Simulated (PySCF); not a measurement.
Gas-phase reaction: SiHCl + Si2H6 = HCl + 3 SiH2

Energies from PySCF, thermal terms from the rigid-rotor harmonic-oscillator model, ideal gas at 1 bar. † marks an energy on the PBE0/def2-TZVP geometry and frequencies; other levels use their own. MP2 and CCSD(T) freeze the core. 6-31G* has spherical d functions here. All species are closed-shell singlets. SiHCl: computed as isolated molecules; such fragments, hydroxides, amides, oligomers or adducts are transient or little studied in the gas. MP2 isn't extrapolated to the basis-set limit; its ΔH°(298 K) is 580.7 kJ in def2-SVP and 603.0 kJ in def2-TZVPP. CCSD(T) isn't extrapolated to the basis-set limit; its ΔH°(298 K) is 541.2 kJ in def2-SVP and 564.0 kJ in def2-TZVPP. The harmonic model lacks anharmonicity and excited electronic states, which grow with temperature; levels with a mode under 35 cm⁻¹ are left out. Internal rotation in Si2H6 is treated as a harmonic vibration of one conformer, which makes the entropy rough.

```csv
level,"ΔE electronic, kJ","ΔH°(298 K), kJ","ΔS°(298 K), J/K","ΔG°(1000 K), kJ"
CCSD(T)/def2-SVP†,567,541,284,260
HF/6-31G*,567,539,287,253
M06-2X/def2-TZVP†,608,582,284,301
MP2/def2-SVP†,607,581,284,299
PBE/def2-SVP,627,601,283,321
```
ΔH° is lowest at HF/6-31G* and highest at PBE/def2-SVP. No reference value is set beside these.
